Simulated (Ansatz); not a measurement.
Gas-phase reaction in SMILES: CO (CH4O) [methanol] → [CH2]O (CH3O) + H atom (the C-H bond breaks)

Quantity: bond dissociation energy (enthalpy at 298 K), in kcal/mol. Terms: UHF or UKS for open shells; valence correlation only; 6-311+G** with 5d; LANL2DZ all-electron up to Ne; spin-orbit terms left out; no dispersion term unless named; non-relativistic; six Cartesian d functions in 6-31G* and its kin unless marked 5d. CBS marks a two-point X^-3 extrapolation of the correlation energy; Hartree-Fock from the larger set. Ab initio and DFT rows: single points at B3LYP-D3(BJ) geometries (Ansatz, a quantum-chemistry and plane-wave program), with unscaled harmonic terms from B3LYP/6-31G* at its own minima.

Measured values: Active Thermochemical Tables 1.112 (ions: stationary electron), as tabulated in the package chemicals; they hold spin-orbit and core effects, anharmonicity. 

Value to compare with, the measured value: 96.2 kcal/mol.

| level | program | bond dissociation energy (enthalpy at 298 K) (kcal/mol) | error |
|---|---|---|---|
| PBE/STO-3G | Ansatz | 113.6 | 17.4 |
| PBE/3-21G | Ansatz | 92.4 | -3.8 |
| PBE/LANL2DZ | Ansatz | 93.2 | -3.0 |
| PBE/6-31G* | Ansatz | 92.4 | -3.8 |
| PBE/def2-SVP | Ansatz | 89.7 | -6.5 |
| PBE/6-311+G** | Ansatz | 91.2 | -5.0 |
| PBE/def2-TZVPD | Ansatz | 91.0 | -5.2 |
| CCSD(T)/CBS(cc-pVTZ,cc-pVQZ) | Ansatz | 96.5 | 0.3 |

Among the 6 habitual levels, PBE/STO-3G lies farthest from the measured value (17.4 kcal/mol); 1 of 6 lie above it, and their mean absolute error is 6.6 kcal/mol, the median 4.4. One case shows no general order.

The sets are all those run for this method; runs whose electronic state is in doubt are left out.
